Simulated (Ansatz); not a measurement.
Mulliken charges of C3H4O, SMILES `C=C=CO` from B3LYP/def2-TZVPP in Ansatz (PBE0-D4/def2-TZVP geometry).

```tsv
atom	x (Å)	y (Å)	z (Å)	charge (e)
C1	-0.601	1.381	-0.326	-0.223
C2	0.098	0.307	-0.099	-0.090
C3	0.808	-0.764	0.127	0.044
O4	0.335	-1.988	0.496	-0.289
H5	-0.984	1.614	-1.317	0.121
H6	-0.829	2.092	0.464	0.121
H7	1.888	-0.760	0.032	0.122
H8	-0.623	-1.939	0.567	0.195
```

Task: By hand: the dipole of these point charges (1 e Å = 4.8032 D).

Result: Σ q r = (-0.047, 0.183, -0.045) e Å, of length 0.194 e Å = 0.93 D.

Task: How does the dipole of the full density compare? (Estimate.)

Result: Ansatz gave: (-0.203, 0.138, -0.019) e Å, 1.18 D; the point charges give 0.79 times that, at 42° from its direction.

Point charges leave out the atoms' own dipoles, such as those of lone pairs, and Mulliken's split depends on the basis, so the two needn't agree.

B3LYP here is the variant with VWN-RPA as its local correlation; programs differ in this.
